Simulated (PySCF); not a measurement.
## Working out the electron affinity of P

P- [Ne] 3s2 3p4 (3P) → P [Ne] 3s2 3p3 (4S). Computed with PySCF 2.14 in dyall-av3z (19s12p3d2f, 84 functions), with the non-relativistic Hamiltonian (point nucleus). Frozen: [Ne]; the 26 highest virtual orbitals dropped. Energies in hartree (1 hartree = 27.21139 eV):

| part | P- (lower) | P (upper) |
| --- | --- | --- |
| UHF | -340.707007 | -340.718958 |
| MP2 opposite-spin | -0.087138 | -0.061726 |
| MP2 same-spin | -0.026892 | -0.023168 |

Problem. What does Hartree-Fock give?

Solution. (-340.718958) − (-340.707007) = -0.011951 hartree = -0.325 eV.

Problem. What do MP2 and SCS-MP2 (6/5 opposite-spin, 1/3 same-spin) give?

Solution. The opposite-spin parts differ by 0.691 eV and the same-spin parts by 0.101 eV. MP2: -0.325 + (0.691) + (0.101) = 0.467 eV. SCS-MP2: -0.325 + 1.2 × (0.691) + (0.101)/3 = 0.538 eV.

A first-order spin-orbit estimate adds 0.012 eV to MP2 (valence), giving 0.479 eV against 0.747 eV (measured; photodetachment measurements, as compiled on the Wikipedia data page of electron affinities).

What remains against the reference includes basis incompleteness, the frozen core and correlation beyond second order.
